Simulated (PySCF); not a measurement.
Bond curve of Si₂⁺

Set-up: Si def2-TZVPPD; no relativity (PySCF 2.14). Energies in eV from Si⁺ + Si in their ground configurations at the same level. All curves are PBE0. state 1: ⁴Σg⁻ (quartet), unpaired electrons σ ↑, π ↑↑; state 2: Ms = 0.5 determinant of mixed spin (⟨S²⟩ near 1.8), unpaired electrons σ ↓, π ↑↑, a second solution, started from another occupation; state 3: Ms = 0.5 determinant of mixed spin (⟨S²⟩ near 1.8), unpaired electrons σ ↑, π ↑↓, a mixture of terms (⟨Lz²⟩ = 2.0), a second solution, started from another occupation; state 4: ²Πu (doublet), unpaired electrons π ↑, a second solution, started from another occupation.

```
R (Å)  state 1  state 2  state 3  state 4
1.960   -2.830   -2.558   -2.450   -0.980
2.051   -3.324   -3.045   -2.952   -1.811
2.142   -3.592   -3.305   -3.227   -2.369
2.211   -3.685   -3.391   -3.325   -2.651
2.279   -3.709   -3.408   -3.352   -2.842
2.347   -3.681   -3.372   -3.327   -2.959
2.438   -3.584   -3.265   -3.233   -3.026
2.553   -3.399   -3.070   -3.052   -3.005
2.689   -3.127   -2.787   -2.783   -2.873
2.872   -2.733   -2.385   -2.394   -2.591
```

Put a parabola through the three lowest points of the state 1 curve and estimate Re, k and ωe (reduced mass 13.99 u; 1 eV/Å² = 0.16022 mdyn/Å; ωe = 1302.8·√(k/μ) cm⁻¹).

Through R = 2.211, 2.279, 2.347 Å the second-order coefficient is 5.62 eV/Å², so Re ≈ 2.276 Å, k ≈ 1.80 mdyn/Å and ωe ≈ 468 cm⁻¹. A polynomial fit of higher order to the unrounded PBE0 energies gives Re = 2.273 Å, k = 1.83 mdyn/Å, ωe = 472 cm⁻¹; anharmonicity and rounding make the difference.

The higher-order fit for each curve: state 1: Re = 2.273 Å, ωe = 472 cm⁻¹, De = 3.71 eV; state 2: Re = 2.264 Å, ωe = 482 cm⁻¹, minimum 3.41 eV below the ground-state fragments; state 3: Re = 2.277 Å, ωe = 470 cm⁻¹, minimum 3.35 eV below the ground-state fragments; state 4: Re = 2.470 Å, ωe = 402 cm⁻¹, minimum 3.03 eV below the ground-state fragments.

The state is the lowest determinant that a PBE0 search found; another state may lie lower at other levels.
